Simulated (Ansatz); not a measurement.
A made-up structure of CH2BO, doublet:

```xyz
5
angstrom
C 1.1850 -1.1381 1.2926
B 0.5001 -0.4804 0.5455
O -0.3468 0.3331 -0.3783
H -0.7707 -0.0582 -1.1581
H -0.5003 1.2791 -0.2284
```

It is relaxed with PBE-D4/def2-SVP and then PBE0-D4/def2-TZVP (Ansatz 0.2.0). Atoms count as bonded within 1.22 times the sum of their covalent radii (H–H: 0.88 Å). The end point is not checked to be a true minimum.

(1) Does its bonding change? (Judge from chemistry; the calculation decides.)

## Answers

(1) The calculation gives: No: no bond forms or breaks.

Where it ends: The first stage lowers the energy by 1.01 eV in 13 steps. It ends as CH₂BO ([C][B][OH2]):
```xyz
5
angstrom
C 1.3623 -1.0958 1.1801
B 0.2148 -0.5104 0.6717
O -0.5441 0.3137 -0.2931
H -0.6144 -0.0366 -1.1949
H -0.3514 1.2644 -0.2905
```

Labels in which every atom is bracketed show which atoms are joined, not bond orders.

For scale, one of the runs: PBE0-D4/def2-TZVP relaxation, 105 basis functions, launched by `ansatz run in.yaml --threads 2 --pin off --events-out ev --progress --plain --max-ram 4352MiB`. The run took about 28 s on 2 CPU threads of an Arm Neoverse V2 (shared host).
